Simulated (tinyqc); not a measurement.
Pariser-Parr-Pople SCF with singles CI, for the molecule C=C1C(O)=C1Cl (SMILES; centres numbered as the heavy atoms are written), step by step. One step of it, computed by the program tinyqc.

Problem. PPP integrals. Ohno: gamma = 14.399645/sqrt(R^2 + a^2), a = 2 x 14.399645/(gamma_rr + gamma_ss); H_rr = -W_r - sum_(s != r) z_s gamma_rs; H_rs = beta for bonds.

Centres (angstrom, eV; a flat drawing with bonds scaled to 1.40 angstrom):
```
centre          x          y  core charge z          W   gamma_rr
1C       2.208000   0.000000              1  11.160000  11.130000
2C       0.808000   0.000000              1  11.160000  11.130000
3C      -0.404000   0.700000              1  11.160000  11.130000
4O      -1.104000   1.912000              2  33.000000  21.500000
5C      -0.404000  -0.700000              1  11.160000  11.130000
6Cl     -1.104000  -1.912000              2  26.000000  13.000000
```

Resonance integrals (eV):
```
i  j       beta
1  2  -2.390000
2  3  -2.390000
3  4  -2.240000
3  5  -2.390000
5  6  -1.590000
5  2  -2.390000
```

Give: repulsion gamma_rs; core matrix H.

Solution.

repulsion gamma_rs (eV), order 1C, 2C, 3C, 4O, 5C, 6Cl:
$$\begin{pmatrix}
11.1300 & 7.5539 & 4.8035 & 3.6689 & 4.8035 & 3.5944 \\
7.5539 & 11.1300 & 7.5550 & 5.0625 & 7.5550 & 4.8719 \\
4.8035 & 7.5550 & 11.1300 & 8.7024 & 7.5539 & 4.8716 \\
3.6689 & 5.0625 & 8.7024 & 21.5000 & 5.0622 & 3.6790 \\
4.8035 & 7.5550 & 7.5539 & 5.0622 & 11.1300 & 7.8284 \\
3.5944 & 4.8719 & 4.8716 & 3.6790 & 7.8284 & 13.0000
\end{pmatrix}$$

core matrix H (eV), order 1C, 2C, 3C, 4O, 5C, 6Cl:
$$\begin{pmatrix}
-42.8474 & -2.3900 & 0.0000 & 0.0000 & 0.0000 & 0.0000 \\
-2.3900 & -53.6925 & -2.3900 & 0.0000 & -2.3900 & 0.0000 \\
0.0000 & -2.3900 & -58.2204 & -2.2400 & -2.3900 & 0.0000 \\
0.0000 & 0.0000 & -2.2400 & -62.8539 & 0.0000 & 0.0000 \\
0.0000 & -2.3900 & -2.3900 & 0.0000 & -56.8536 & -1.5900 \\
0.0000 & 0.0000 & 0.0000 & 0.0000 & -1.5900 & -54.5242
\end{pmatrix}$$
